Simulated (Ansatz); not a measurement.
# Telling isomers of H3N2O apart by their spectra

These gas-phase data were calculated for one isomer of H3N2O at PBE0-D3(BJ)/def2-SVP (harmonic, unscaled wavenumbers; equilibrium rotational constants with average atomic masses):

| Property | Result |
| --- | --- |
| rotational constants | 60.71, 11.73, 9.946 GHz |
| all wavenumbers above 1500 cm⁻¹ | 3885, 3655, 3468, 1596 |
| dipole moment | 1.18 D (PBE0/def2-TZVPD) |

Candidates:

(1) `N[N]O`, a doublet
(2) `NN[O]`, a doublet

**Question.** Which candidate do the data belong to?

**Answer.** Candidate (1). 2 modes lie between 3250 and 3800 cm⁻¹, one for each N–H bond, while (2) has 3.

The same quantities for all candidates:

|  | rotational constants (GHz) | wavenumbers above 1500 cm⁻¹ | dipole (D) | E above the lowest, PBE0-D3(BJ)/def2-SVP (kcal/mol) |
| --- | --- | --- | --- | --- |
| (1) | 60.71, 11.73, 9.946 | 3885, 3655, 3468, 1596 | 1.18 | 2.0 |
| (2) | 60.09, 11.25, 9.998 | 3557, 3502, 3474, 1661 | 1.82 | 0.0 |

Each candidate is one conformer. Open shells are spin-unrestricted. Programs: Ansatz 0.2.0.
